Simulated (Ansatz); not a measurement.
## FH: a ladder of basis sets, step by step

Program: Ansatz 0.2.0 through its Python package.

Typed at the interpreter:
```pycon
>>> import ansatz
>>> METHOD = "MP2"
>>> geometry_ang = [
...     ("H", [0.0, 0.0, 0.0]),
...     ("F", [0.0, 0.0, 0.935]),
... ]
>>> molecule = ansatz.Crystal.molecule()
>>> for symbol, xyz in geometry_ang:
...     molecule = molecule.atom(symbol, xyz)
...
>>> job = molecule.calculation().correlation(METHOD)
>>> energies = {}
>>> for basis in ["aug-cc-pVDZ", "aug-cc-pVTZ"]:
...     r = job.basis(gaussian=basis).run().report
...     size = r["n_frozen"] + r["n_occupied"][0] + r["n_virtual"][0]
...     energies[basis] = (r["reference_energy_ev"] / 27.211386246, r["free_energy_ev"] / 27.211386246)
...     print(f"{basis:14s} {size:4d} orbitals  reference {energies[basis][0]:14.6f} Ha  total {energies[basis][1]:14.6f} Ha")
...
aug-cc-pVDZ      32 orbitals  reference    -100.032380 Ha  total    -100.255694 Ha
aug-cc-pVTZ      69 orbitals  reference    -100.059939 Ha  total    -100.340706 Ha
>>> # two-point extrapolation: the basis-set error of the correlation energy falls as X^-3
>>> small, large = (energies[b][1] - energies[b][0] for b in ("aug-cc-pVDZ", "aug-cc-pVTZ"))
>>> limit = (3 ** 3 * large - 2 ** 3 * small) / (3 ** 3 - 2 ** 3)
>>> print(f"correlation energy: {small:.6f} and {large:.6f} Ha, extrapolated {limit:.6f} Ha")
correlation energy: -0.223314 and -0.280767 Ha, extrapolated -0.304958 Ha
>>> print(f"share caught by the larger set: {100 * large / limit:.1f} %")
share caught by the larger set: 92.1 %
```

Against aug-cc-pVDZ: aug-cc-pVTZ -85.0 mHa. The last step alone is -85.01 mHa.

Notes:
- The drop along the ladder measures the basis error, and is no property of the molecule.
- The geometry is a force-field or estimated start, not a minimum of this method, and the last set is no limit. Much of the fall in a total is atomic energy, which cancels in bond and reaction energies.
- Inner cores stay frozen, so this is valence correlation.
- An extrapolation from small basis sets is rough.
- Run time: 0.5 s on 1 thread of Arm Neoverse V2, on a shared host, peak memory 0.14 GiB.
